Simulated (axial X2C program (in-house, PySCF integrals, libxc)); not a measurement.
# Nuclear properties of BF

Computed with an axial X2C code built on PySCF integrals: two-component X2C with atomic mean-field Coulomb and Gaunt terms, Gaussian nuclei, basis F dyall-av3z, B dyall-v3z with contracted cores.

R = 1.264 Å (near the PBE0 minimum at charge 0 of the determinant lowest at the starting distance; the state shown can have its own minimum elsewhere).

Input and command:
```json
{"zs": [9, 5], "q": 0, "bas": ["dyall-av3z", "dyall-v3z"], "r0": 1.49, "levels": ["PBE0", "HF", "BHandHLYP", "LDA", "PBE"], "nst": 3}
```
```bash
python soeom.py task.json out
```

Keys: zs atomic numbers; q charge; bas basis sets; r0 starting distance in Å; levels methods; nst determinants followed.

Determinant lowest in the PBE0 search, Ω = 0 (closed shell), highest spinor 51% B s, 27% B p, 11% F p:

| level | qzz F (a.u.) | qzz B (a.u.) | μ (D) |
| --- | --- | --- | --- |
| PBE0 | 0.46 | -0.51 | -0.99 |
| HF | 0.61 | -0.54 | -0.87 |
| BHandHLYP | 0.52 | -0.53 | -0.89 |
| LDA | 0.37 | -0.49 | -1.06 |
| PBE | 0.40 | -0.49 | -1.06 |

qzz is the electric field gradient, eQq0 = 234.96 MHz × Q/barn × qzz; μ is positive if the B end (last atom) is positive. The operators were transformed with the bare-nucleus X2C matrices; with these basis sets, hyperfine constants and field gradients can be off by tens of per cent, and where levels differ in sign neither size nor sign is settled.

With Q(11B) = 0.04059 barn (Q from Pyykkö, Mol. Phys. 2018), turn the PBE0 values of the first state into constants in MHz.

eQq0(11B) = 234.96 × (0.04059) × (-0.51) = -4.86 MHz.

Each state is one determinant with collinear spin. The search compared states at one distance, so a state with another bond length can lie lower.
